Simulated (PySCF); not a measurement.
Gas-phase reaction: 4 H₂S + C₂H₄ → 2 CS₂ + 6 H₂

Computed with PySCF (xtb for GFN2) and rigid-rotor harmonic-oscillator thermochemistry at 1 bar. The comparison is the NASA 1993 polynomial table, which mixes measured and estimated data. † marks an energy on the PBE0/def2-TZVP geometry and frequencies; other levels use their own. CCSD(T) freezes the core. 6-31G* has spherical d functions here. All species are closed-shell singlets. B3LYP is the form with VWN-RPA correlation. CCSD(T) isn't extrapolated to the basis-set limit.

Levels: a) GFN2-xTB; b) B3LYP/def2-TZVP†; c) B3LYP/6-31G*; d) CCSD(T)/def2-TZVPP†.

**Question.** Order the levels by the distance of their ΔH°(298 K) from the table for this reaction, closest first.

**Answer.** d (+1 kJ), b (-37 kJ), c (-79 kJ), a (+122 kJ)

The table gives 263 kJ. The order holds for this reaction alone, and for the 1993 entries, some of which have been revised since.
